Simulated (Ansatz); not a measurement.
# C₃H₃F (SMILES FC1=CC1): one structure at several levels

A test off equilibrium: a structure displaced at random from a GFN2-xTB minimum is computed at several levels, and each is set against CCSD(T).

The runs use Ansatz 0.2.0, Gaussian basis; single points in def2-TZVPP.

Cores are frozen in the correlated methods.

## (1) Starting geometry

SMILES `FC1=CC1`, 7 atoms, charge 0, spin multiplicity 1.

Atoms are counted from 1 here; the program's logs count them from 0.

Bond lengths: F1–C2 1.363 Å, C2–C3 1.298 Å, C2–C4 1.430 Å, C3–C4 1.420 Å, C3–H5 1.103 Å, C4–H6 1.174 Å, C4–H7 1.088 Å. Angles: F1–C2–C3 155.7°, F1–C2–C4 141.1°, C3–C2–C4 62.5°, C2–C3–C4 63.3°, C2–C3–H5 146.1°, C4–C3–H5 149.4°, C2–C4–C3 54.2°, C2–C4–H6 117.0°, C2–C4–H7 126.8°, C3–C4–H6 117.7°, C3–C4–H7 122.5°, H6–C4–H7 109.1°.

Geometry (Å):

```mol
C3H3F
  3D, bonds by distance, orders not assigned

  7  7  0  0  0  0  0  0  0  0999 V2000
   -1.5621   -1.2623    0.8509 F   0  0
   -0.5029   -0.6155    0.2879 C   0  0
    0.7310   -0.4721   -0.0897 C   0  0
   -0.0845    0.6894   -0.1221 C   0  0
    1.6678   -0.9820   -0.3704 H   0  0
    0.0718    1.4895    0.7223 H   0  0
   -0.3440    1.1956   -1.0499 H   0  0
  1  2  8  0
  2  3  8  0
  2  4  8  0
  3  4  8  0
  3  5  8  0
  4  6  8  0
  4  7  8  0
M  END
```

## (2) CCSD(T)/def2-TZVPP

Input file run/in.yaml:

```yaml
crystal:
  periodic: [false, false, false]
  atoms:
    - {symbol: F, position_ang: [-1.562100, -1.262300, 0.850900]}
    - {symbol: C, position_ang: [-0.502900, -0.615500, 0.287900]}
    - {symbol: C, position_ang: [0.731000, -0.472100, -0.089700]}
    - {symbol: C, position_ang: [-0.084500, 0.689400, -0.122100]}
    - {symbol: H, position_ang: [1.667800, -0.982000, -0.370400]}
    - {symbol: H, position_ang: [0.071800, 1.489500, 0.722300]}
    - {symbol: H, position_ang: [-0.344000, 1.195600, -1.049900]}
basis:
  gaussian: {orbitals: def2-TZVPP}
correlation: {method: ccsd_t}
output: {forces: true}
```

No record of the launch command was kept for these runs.

## (3) PBE0-D4/def2-TZVPP

Edit run/in.yaml of step 2 so:

```diff
@@ -12,3 +12,3 @@
   gaussian: {orbitals: def2-TZVPP}
-correlation: {method: ccsd_t}
-output: {forces: true}
+hamiltonian: {xc: pbe0, dispersion: d4}
+output: {forces: true, orbitals: {seedname: orbitals}}
```

## (4) wB97M-V/def2-TZVPP

Edit run/in.yaml of step 3 so:

```diff
@@ -12,3 +12,3 @@
   gaussian: {orbitals: def2-TZVPP}
-hamiltonian: {xc: pbe0, dispersion: d4}
-output: {forces: true, orbitals: {seedname: orbitals}}
+hamiltonian: {xc: {name: wB97M-V}}
+output: {forces: true}
```

## (5) r2SCAN-D4/def2-TZVPP

Edit run/in.yaml of step 4 so:

```diff
@@ -12,3 +12,3 @@
   gaussian: {orbitals: def2-TZVPP}
-hamiltonian: {xc: {name: wB97M-V}}
+hamiltonian: {xc: r2scan, dispersion: d4}
 output: {forces: true}
```

## (6) PBE-D4/def2-TZVPP

Edit run/in.yaml of step 5 so:

```diff
@@ -12,3 +12,3 @@
   gaussian: {orbitals: def2-TZVPP}
-hamiltonian: {xc: r2scan, dispersion: d4}
+hamiltonian: {xc: pbe, dispersion: d4}
 output: {forces: true}
```

## (7) BHLYP-D4/def2-TZVPP

Edit run/in.yaml of step 6 so:

```diff
@@ -12,3 +12,3 @@
   gaussian: {orbitals: def2-TZVPP}
-hamiltonian: {xc: pbe, dispersion: d4}
+hamiltonian: {xc: {name: BHLYP}, dispersion: d4}
 output: {forces: true}
```

## (8) wB97X-V/def2-TZVPP

Edit run/in.yaml of step 7 so:

```diff
@@ -12,3 +12,3 @@
   gaussian: {orbitals: def2-TZVPP}
-hamiltonian: {xc: {name: BHLYP}, dispersion: d4}
+hamiltonian: {xc: {name: wB97X-V}}
 output: {forces: true}
```

(Steps that only read results are left out.)

What does the calculation give? Wanted: energy less free atoms, CCSD(T)/def2-TZVPP; RMS force component; RMS force error; HOMO and LUMO, PBE0-D4; T1 diagnostic.

As calculated:

| quantity | value |
| --- | --- |
| energy less free atoms, CCSD(T)/def2-TZVPP | -2733.4 kJ/mol |
| RMS force component | 1.738 to 1.958 eV/Å over the methods |
| RMS force error | PBE0-D4 0.350, wB97M-V 0.321, r2SCAN-D4 0.306, PBE-D4 0.257, BHLYP-D4 0.533, wB97X-V 0.311 eV/Å |
| HOMO and LUMO, PBE0-D4 | -7.05 and 0.00 eV |
| T1 diagnostic | 0.012 |

In words: Against CCSD(T) the functionals' energies less atoms differ by -224.4 to +44.0 kJ/mol, PBE-D4 by -224.4 kJ/mol. The reference is not at the basis limit: in triple zeta CCSD(T) underbinds, which counts against methods that bind more; the gaps are no ranking. The forces of PBE-D4 come nearest to CCSD(T), those of BHLYP-D4 are farthest. Frozen-core CCSD(T) forces in triple zeta carry basis errors of their own, and this is one geometry, so small gaps rank nothing.
